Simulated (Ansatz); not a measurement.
C$_{3}$H$_{6}$ClF, SMILES `FCCCCl`, relaxed with RKS PBE0-D4/def2-TZVP in Ansatz 0.2.0 from a PBE-D4/def2-SVP geometry. The force threshold is 0.005 eV/Å; the program also tests the step.

Total charge 0; spin multiplicity 1.

Start:

```xyz
11

F     1.905   -0.646    0.133
C     0.920   -0.402   -0.819
C    -0.451   -0.445   -0.165
C    -0.632    0.582    0.944
Cl   -0.577    2.278    0.310
H     1.000   -1.170   -1.620
H     1.102    0.602   -1.264
H    -0.608   -1.454    0.278
H    -1.231   -0.307   -0.944
H    -1.607    0.466    1.455
H     0.180    0.495    1.691
```

```tsv
step	energy (eV)	largest force (eV/Å)	largest move (Å)
1	-18440.8406	0.616	0.000
2	-18440.8829	0.206	0.024
3	-18440.8875	0.088	0.011
4	-18440.8877	0.044	0.006
5	-18440.8878	0.005	0.004
```

End:

```xyz
11

F     1.892   -0.673    0.120
C     0.908   -0.397   -0.817
C    -0.448   -0.441   -0.161
C    -0.626    0.581    0.939
Cl   -0.602    2.252    0.304
H     0.983   -1.147   -1.609
H     1.116    0.592   -1.235
H    -0.599   -1.436    0.274
H    -1.215   -0.302   -0.929
H    -1.584    0.457    1.441
H     0.174    0.515    1.674
```

Run time 15 s (4 threads of an Arm Neoverse V2 on a shared host); peak host memory 0.48 GiB.
